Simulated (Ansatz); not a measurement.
System: vinyl fluoride, C2H3F, charge 0, multiplicity 1. 
Geometry from a B3LYP-D3(BJ)/def2-TZVP (Ansatz, a program for electronic structure) optimisation:
SMILES: C=CF
```xyz
6

C      0.0048     0.4339    -0.0020
C      1.1838    -0.1536     0.0049
F     -1.1460    -0.2672    -0.0028
H     -0.1758     1.5010    -0.0077
H      1.2800    -1.2303     0.0104
H      2.0778     0.4520     0.0052
```
Charge 0, spin multiplicity 1.

Basis-set convergence of Hartree-Fock and CCSD correlation energies (hartree) with Ansatz. Cores are frozen in the correlated levels unless marked. Spin-orbit coupling is left out. Non-relativistic.

```csv
basis,functions,E(HF),"E(corr, CCSD)"
cc-pVDZ,-,-176.89555,-0.47876
cc-pVTZ,132,?,?
```

### Question
What belongs in the gaps?

### Answer

- cc-pVTZ, E(HF): -176.95362
- cc-pVTZ, E(corr, CCSD): -0.59451
